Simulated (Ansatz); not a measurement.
## Ga–P–GaH⁺, doublet: the ladder up to UCCSDT(Q)

Geometry: that of the Ga–P–GaH, singlet, kept fixed.

```yaml
atoms:
  - { symbol: Ga, position_ang: [0.0000, 0.2661, 1.7114] }
  - { symbol: Ga, position_ang: [0.0000, 0.2629, -1.6089] }
  - { symbol: P, position_ang: [0.0000, -1.2334, -0.1413] }
  - { symbol: H, position_ang: [0.0000, 1.3098, -2.7494] }
```

Basis cc-pVDZ; Ansatz 0.2.0. Correlated methods freeze the noble-gas cores and the filled d shells of p-block atoms, which leaves 11 electrons in 44 orbitals. Prefix R: restricted or restricted open-shell reference; prefix U: unrestricted. Active spaces: frontier = (9e, 9o) about the gap. No spin–orbit coupling is included, and no scalar relativity.

Full CI isn't at hand for all of this; UCCSDT(Q) serves as the reference, and is uncertain by the last step of the cluster series or more. The frozen core follows each run's orbitals, which can shift R against U totals by a few meV for light atoms and by up to 0.1 eV past Ca.

* UHF ⟨S²⟩: 0.803
* T1 diagnostic (RCCSD): 0.0278
* largest doubles amplitude (RCCSD): 0.061
* T1 diagnostic (UCCSD): 0.0267

```json
{"level": "UHF", "E − E(UCCSDT(Q)) (mEh)": "231.70", "wall time": "–"}
{"level": "UMP2", "E − E(UCCSDT(Q)) (mEh)": "45.30", "wall time": "–"}
{"level": "UCCSD", "E − E(UCCSDT(Q)) (mEh)": "12.78", "wall time": "–"}
{"level": "UCCSD(T)", "E − E(UCCSDT(Q)) (mEh)": "2.42", "wall time": "61 s"}
{"level": "UCCSDT", "E − E(UCCSDT(Q)) (mEh)": "0.96", "wall time": "–"}
```

Run but not shown, since their state, orbitals or frozen core can't be matched to the reference's or they repeat it: RHF, RMP2, RCCSD, RCCSD(T), BCCD(T), RCCSDT, RCCSDT(Q), CASSCF (frontier space), NEVPT2 (frontier space), MRCISD (frontier space), MRCISD+Q (frontier space).

Times hold each run's SCF and search for its determinant on a shared host, so for small cases they say little of a method's own cost; they ran on 1 thread of Arm Neoverse V1. Some runs computed forces too.
